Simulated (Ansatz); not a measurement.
A calculation on hcp Tl returned lattice constant a 3.407 Å, lattice parameter c 5.428 Å, equilibrium volume per atom 27.29 Å³/atom.

For reference: lattice constant a 3.457 Å (measured, 293 K, not corrected to a static lattice; as tabulated in Wikipedia's data pages); lattice parameter c 5.525 Å (measured, 293 K, no zero-point or thermal correction; as tabulated in Wikipedia's data pages); equilibrium volume per atom 27.99 Å³/atom (measured, copied from a table, unchecked, extrapolated to 0 K and zero-point effects removed; as tabulated in Lejaeghere et al. (2013), arXiv:1204.2733).

Q: Which level of theory produced these numbers?
A) PBEsol+SOC (Ansatz (a first-principles code))
B) rVV10 (Ansatz)
C) PBE+SOC (Ansatz)
D) LDA (Ansatz)

A: D, LDA (Ansatz)

The others give: PBEsol+SOC 3.441 Å, 5.488 Å, 28.14 Å³/atom; rVV10 3.580 Å, 5.644 Å, 31.32 Å³/atom; PBE+SOC 3.560 Å, 5.630 Å, 30.91 Å³/atom.

Unless a cell is named, each level is at its own relaxed cell (LDA 27.29, PBE+SOC 30.91, PBEsol+SOC 28.14, rVV10 31.32 Å³/atom).

Ansatz's density-functional and Hartree–Fock values are scalar-relativistic unless marked +SOC, with PAW data made under PBE.
